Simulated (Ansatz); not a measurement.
acetylene (SMILES C#C) moved off its minimum; all values from Ansatz (a first-principles code), cores frozen in correlated methods.
(charge 0, multiplicity 1)
```xyz
4

C      0.00998     0.04293    -0.55164
C     -0.01728     0.06189     0.63384
H     -0.04502     0.06262    -1.72547
H      0.00246     0.09129     1.82821
```

```tsv
level	largest force (eV/Å)	on atom	rms difference from CCSD(T)/aug-cc-pVTZ (eV/Å)	dipole (D)
HF/def2-TZVPP	4.20	H4	1.175	0.07
PBE/def2-TZVPP	5.92	C2	0.235	0.07
r2SCAN/def2-TZVPP	5.35	C2	0.448	0.07
B3LYP/def2-TZVPP	5.06	C2	0.568	0.07
wB97M-V/def2-TZVPP	4.93	C2	0.622	0.07
MP2/aug-cc-pVTZ	6.75	C2	0.136	0.07
CCSD(T)/aug-cc-pVTZ	6.44	C2	0.000	0.06
```

The differences count from one level among others, with limits of its own. Forces at CCSD(T)/aug-cc-pVTZ (eV/Å):

```csv
atom,Fx,Fy,Fz
C1,-0.243,0.075,-6.058
C2,0.096,0.142,6.439
H3,0.223,-0.101,3.250
H4,-0.075,-0.116,-3.631
```
